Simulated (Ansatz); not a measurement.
Basis-set series for C$_{4}$H$_{6}$ (`C=C=CC`). The species carries charge 0 and has multiplicity 1. Geometry: relaxed with PBE0-D4/def2-TZVP.

| functional | basis | functions | energy (Eh) | HOMO (eV) | LUMO (eV) |
| --- | --- | --- | --- | --- | --- |
| PBE0-D4 | def2-TZVPP | 208 | -155.83814 | -7.21 | 0.37 |
| PBE0-D4 | def2-QZVPP | 408 | -155.84677 | -7.22 | 0.23 |
| ωB97M-V | def2-TZVPP | 208 | -155.94794 | -9.43 | 2.35 |
| ωB97M-V | def2-QZVPP | 408 | -155.95612 | -9.44 | 1.84 |

**Question.** Give the rows for def2-SVP. (Best estimate.)

**Answer.** Computed: 
```csv
functional,basis,functions,energy (Eh),HOMO (eV),LUMO (eV)
PBE0-D4,def2-SVP,86,-155.66743,-7.16,0.61
ωB97M-V,def2-SVP,86,-155.76716,-9.37,2.76
```

Positive LUMOs are unbound and depend on the basis.
